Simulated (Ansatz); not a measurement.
## HPN⁺, quintet in cc-pVDZ: errors against UCCSDTQ

Geometry: that of the HPN, quartet, kept fixed. The triplet lies 1.5 eV lower here.

```xyz
3

N     0.0000    0.0521    1.2556
P     0.0000   -0.0674   -0.5434
H     0.0000    1.3455   -0.7511
```

Basis cc-pVDZ; Ansatz 0.2.0. Correlated methods freeze the noble-gas cores, which leaves 10 electrons in 31 orbitals. Prefix R: restricted or restricted open-shell reference; prefix U: unrestricted. Active spaces: valence = (10e, 9o) chosen from the atoms' valence shells.

Full CI isn't at hand for all of this; UCCSDTQ serves as the reference, and is uncertain by the last step of the cluster series or more. The frozen core follows each run's orbitals, which can shift R against U totals by a few meV.

For open shells CISD is restricted-active-space CI with the open shells as a complete middle space.

* UHF ⟨S²⟩: 6.058
* T1 diagnostic (RCCSD): 0.0709
* largest doubles amplitude (RCCSD): 0.062
* T1 diagnostic (UCCSD): 0.0340

| level | E − E(RHF) (eV) |
| --- | --- |
| UHF | -0.3443 |
| RMP2 | -4.6110 |
| UMP2 | -4.7154 |
| RCCSD | -5.8061 |
| UCCSD | -5.8154 |
| RCCSD(T) | -5.9622 |
| UCCSD(T) | -5.9646 |

(1) Estimate how far UCCSDTQ in cc-pVDZ lies from RCCSD(T). The table doesn't fix it; the size of (T) and the diagnostics are the guide.

(1) UCCSDTQ in cc-pVDZ lies 1.16 kcal/mol below RCCSD(T), which is 32 % of the (T) step (-3.60 kcal/mol). T1 is raised, and the rest is a large part of (T). The miss exceeds 1 kcal/mol.

The other levels:

```csv
level,E − E(UCCSDTQ) (kcal/mol),share of correlation (%),wall time
CISD,12.57,90.93,2.2 s
BCCD(T),1.10,99.20,2.4 s
RCCSDT,0.30,99.79,–
UCCSDT,0.24,99.83,–
RCCSDT(Q),0.06,99.96,12 s
UCCSDT(Q),0.02,99.99,9 s
RCCSDTQ,0.05,99.97,37 s (H100)
CASSCF (valence space),104.42,24.69,–
NEVPT2 (valence space),22.33,83.89,1.9 s
MRCISD (valence space),6.86,95.05,–
MRCISD+Q (valence space),0.26,99.81,3.4 s
```

The correlation energy at UCCSDTQ, counted from RHF, is -6.013 eV. That run took 36 s on 2 threads of AMD EPYC 7R13 with a shared H100 80 GB, shared host.

Times hold each run's SCF and search for its determinant on a shared host, so for small cases they say little of a method's own cost; rows without a card ran on 1 thread of AMD EPYC 7R13. Some runs computed forces too.

Natural occupations of CASSCF (valence space) about the gap: 1.978 1.946 1.005 1.002 1.001 0.999 0.051 0.028; effectively unpaired electrons, Σ n²(2−n)², 4.03.
